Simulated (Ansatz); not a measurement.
in.yaml

```yaml
crystal:
  periodic: [false, false, false]
  atoms:
    - {symbol: Ti, position_ang: [0.000000, 0.000000, 0.000000]}
    - {symbol: O, position_ang: [0.000000, 0.000000, 1.841600]}
basis:
  gaussian: {orbitals: def2-SVP}
total_charge: 1
magnetization: {spin_polarized: true, initial_magnetization: 5}
correlation: {method: ccsdt_q, electrons: outside_noble_gas}
```

```sh
$ ansatz run in.yaml --threads 1 --pin off --events-out ev --progress --plain --max-ram 2393MiB
```

The program prints:

```
828 factors; integrals over basis functions are off by at most 1.1e-7 eV
mean field evaluation 1: about -25107.3338 eV, gradient 1.6e1 eV
mean field evaluation 2: about -25107.5003 eV, gradient 1.5e1 eV
mean field evaluation 4: about -25108.7152 eV, gradient 1.7e0 eV
mean field evaluation 8: about -25108.7558 eV, gradient 1.3e-1 eV
mean field evaluation 16: about -25108.7561 eV, gradient 2.4e-6 eV
mean field evaluation 32: about -25109.3253 eV, gradient 2.0e-6 eV
mean field evaluation 64: about -25108.7516 eV, gradient 6.6e-1 eV
mean field evaluation 96: about -25102.6996 eV, gradient 2.7e1 eV
mean field evaluation 128: about -25107.7927 eV, gradient 1.2e1 eV
mean field evaluation 160: about -25107.6520 eV, gradient 1.2e1 eV
...
mean field -25109.32527315 eV, -922.7506840762 hartree, gradient 4.9e-6 eV, S^2 8.757016; 52 other end points of the search recorded, 0 dependent functions left out
determinant -25109.32527315 eV, -922.7506840762 hartree, with singles and doubles -25113.08238528 eV, -922.8887554004 hartree
determinant -25109.19685806 eV, -922.7459649088 hartree, with singles and doubles -25112.96330931 eV, -922.8843794392 hartree
determinant -25109.12085495 eV, -922.7431718460 hartree, with singles and doubles -25112.97051289 eV, -922.8846441659 hartree
determinant -25108.97541464 eV, -922.7378270132 hartree, with singles and doubles -25112.74662591 eV, -922.8764164712 hartree
determinant -25108.97476467 eV, -922.7378031274 hartree, with singles and doubles -25112.74553890 eV, -922.8763765243 hartree
determinant -25108.90753740 eV, -922.7353325705 hartree, with singles and doubles -25112.69708098 eV, -922.8745957285 hartree
determinant -25108.82392800 eV, -922.7322599820 hartree, with singles and doubles -25112.69471992 eV, -922.8745089611 hartree
determinant -25108.77979960 eV, -922.7306382931 hartree, with singles and doubles -25112.54981774 eV, -922.8691839042 hartree
determinant -25108.75608245 eV, -922.7297667040 hartree, with singles and doubles -25112.59107419 eV, -922.8707000509 hartree
determinant -25108.72440334 eV, -922.7286025182 hartree, with singles and doubles -25112.59389752 eV, -922.8708038063 hartree
determinant -25108.64638689 eV, -922.7257354664 hartree, with singles and doubles -25112.68701833 eV, -922.8742259328 hartree
determinant -25108.56259826 eV, -922.7226562912 hartree, with singles and doubles -25112.54036568 eV, -922.8688365475 hartree
determinant -25108.45252985 eV, -922.7186113517 hartree, with singles and doubles -25112.30409871 eV, -922.8601538965 hartree
determinant -25108.44794349 eV, -922.7184428061 hartree, with singles and doubles -25112.28037537 eV, -922.8592820798 hartree
determinant -25108.34991864 eV, -922.7148404592 hartree, with singles and doubles -25112.18390252 eV, -922.8557367680 hartree
determinant -25108.34435297 eV, -922.7146359244 hartree, with singles and doubles -25112.17267521 eV, -922.8553241718 hartree
determinant -25108.30221726 eV, -922.7130874657 hartree, with singles and doubles -25112.36987981 eV, -922.8625713074 hartree
determinant -25108.21338253 eV, -922.7098228497 hartree, with singles and doubles -25112.21570667 eV, -922.8569055489 hartree
determinant -25108.19895245 eV, -922.7092925540 hartree, with singles and doubles -25111.76299529 eV, -922.8402687127 hartree
determinant -25107.92394266 eV, -922.6991861306 hartree, with singles and doubles -25111.88091257 eV, -922.8446020926 hartree
determinant -25107.79734463 eV, -922.6945337390 hartree, with singles and doubles -25111.76952004 eV, -922.8405084927 hartree
determinant -25107.32472026 eV, -922.6771651138 hartree, with singles and doubles -25111.16418802 eV, -922.8182629515 hartree
determinant -25107.16763178 eV, -922.6713922183 hartree, with singles and doubles -25111.07206764 eV, -922.8148775898 hartree
determinant -25106.25382504 eV, -922.6378104403 hartree, with singles and doubles -25110.24843924 eV, -922.7846098043 hartree
determinant -25106.21865399 eV, -922.6365179278 hartree, with singles and doubles -25110.22931901 eV, -922.7839071487 hartree
determinant -25109.32527315 eV, -922.7506840762 hartree, with singles and doubles -25113.09047263 eV, -922.8890526051 hartree
determinant -25109.19685806 eV, -922.7459649088 hartree, with singles and doubles -25112.99927184 eV, -922.8857010378 hartree
determinant -25109.12085495 eV, -922.7431718460 hartree, with singles and doubles -25113.00279713 eV, -922.8858305897 hartree
determinant -25108.97541464 eV, -922.7378270132 hartree, with singles and doubles -25112.75696821 eV, -922.8767965436 hartree
determinant -25108.97476467 eV, -922.7378031274 hartree, with singles and doubles -25112.75586423 eV, -922.8767559731 hartree
determinant -25108.90753740 eV, -922.7353325705 hartree, with singles and doubles -25112.72499256 eV, -922.8756214602 hartree
determinant -25108.82392800 eV, -922.7322599820 hartree, with singles and doubles -25112.72083070 eV, -922.8754685146 hartree
determinant -25108.77979960 eV, -922.7306382931 hartree, with singles and doubles -25112.59201076 eV, -922.8707344691 hartree
determinant -25108.75608245 eV, -922.7297667040 hartree, with singles and doubles -25112.74282753 eV, -922.8762768833 hartree
determinant -25108.72440334 eV, -922.7286025182 hartree, with singles and doubles -25112.61969482 eV, -922.8717518396 hartree
determinant -25108.64638689 eV, -922.7257354664 hartree, with singles and doubles -25112.77276850 eV, -922.8773771936 hartree
determinant -25108.56259826 eV, -922.7226562912 hartree, with singles and doubles -25112.61128246 eV, -922.8714426911 hartree
10 core orbitals not correlated: weight in the atoms' cores, before any rotation towards them, 0.971 or more for the frozen orbitals, at most 0.027 for the correlated occupied ones
reference -25109.32527315 eV, -922.7506840762 hartree; 7, 2 occupied and 28, 33 virtual orbitals, 828 factors
second order -3.17418385 eV of doubles, -0.00000000 eV of singles
...
cycle  69  -3.83020113 eV  change   -8.3e-7 eV  update   2.2e-6
cycle  70  -3.83020246 eV  change   -1.3e-6 eV  update   2.0e-6
cycle  71  -3.83020397 eV  change   -1.5e-6 eV  update   1.8e-6
cycle  72  -3.83020506 eV  change   -1.1e-6 eV  update   1.7e-6
cycle  73  -3.83020567 eV  change   -6.1e-7 eV  update   1.4e-6
cycle  74  -3.83020691 eV  change   -1.2e-6 eV  update   1.2e-6
cycle  75  -3.83020854 eV  change   -1.6e-6 eV  update   1.1e-6
cycle  76  -3.83020936 eV  change   -8.2e-7 eV  update   8.7e-7
cycle  77  -3.83021006 eV  change   -7.0e-7 eV  update   7.0e-7
cycle  78  -3.83021015 eV  change   -9.3e-8 eV  update   6.0e-7
perturbative correction -0.00211613 eV, -0.0000777663 hartree
Total energy: -25113.15759943 eV, -922.8915194694 hartree
```

Ran on 1 thread of Arm Neoverse V1, shared host: 84 s wall, 0.21 GiB peak host memory.
